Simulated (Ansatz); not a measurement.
Species: C2H2O (charge 0, singlet). 
Coordinates optimised at B3LYP-D3(BJ)/def2-TZVP (Ansatz, a program for electronic structure):
```xyz
5

C      0.0091     0.0017    -1.2056
C     -0.0008    -0.0001     0.1027
H      0.0282     0.9401    -1.7377
H     -0.0018    -0.9351    -1.7406
O     -0.0096    -0.0018     1.2620
```

Parts of the frozen-core correlation energy in STO-3G (Ansatz, hartree). Frozen orbitals: 3; correlated occupied orbitals by spin: 8 and 8; virtual: 6 and 6. Spin-orbit coupling is left out. No relativistic terms.

| term | value |
|---|---|
| reference (HF) | -149.72468 |
| MP2 opposite-spin | -0.14428 |
| MP2 same-spin | -0.03929 |
| CCSD correlation | -0.20706 |
| (T) | -0.00856 |
| FCI minus CCSD(T) | -0.00113 |
| T1 diagnostic | 0.015 |
| largest doubles amplitude | 0.153 |
